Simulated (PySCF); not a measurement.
Isomers of C3H5N, one conformer each; single-point electronic energies without zero-point terms and without any empirical dispersion term.

Level: wB97X-D/pcSseg-2 in PySCF, non-relativistic, each on one gas-phase PBE0-D3(BJ)/def2-TZVP geometry that isn't relaxed in the solvent. The solvent is an IEF-PCM continuum (van der Waals radii × 1.2). Only the electrostatic response of the medium enters.

| isomer | relative energy, gas (kcal/mol) | dipole (D) |
| --- | --- | --- |
| ethyl cyanide (`CCC#N`) | 0.0 | 4.18 |
| ethyl isocyanide (`[C-]#[N+]CC`) | 21.2 | 4.01 |
| 1-azetine (`C1=NCC1`) | 30.5 | 2.47 |

Question: How do the relative energies look in chloroform (ε = 4.711)?

Answer: 
```json
{"isomer": "ethyl cyanide (`CCC#N`)", "relative energy, solvent (kcal/mol)": "0.0", "E(solvent) − E(gas) (kcal/mol)": "-4.9", "dipole in solvent (D)": "5.03"}
{"isomer": "ethyl isocyanide (`[C-]#[N+]CC`)", "relative energy, solvent (kcal/mol)": "22.1", "E(solvent) − E(gas) (kcal/mol)": "-4.0", "dipole in solvent (D)": "4.78"}
{"isomer": "1-azetine (`C1=NCC1`)", "relative energy, solvent (kcal/mol)": "31.9", "E(solvent) − E(gas) (kcal/mol)": "-3.5", "dipole in solvent (D)": "3.06"}
```

The order is unchanged. ethyl cyanide (`CCC#N`) gains most from the continuum, and it has the largest gas-phase dipole. The gains span 1.4 kcal/mol, the gas-phase energies 30.5 kcal/mol.
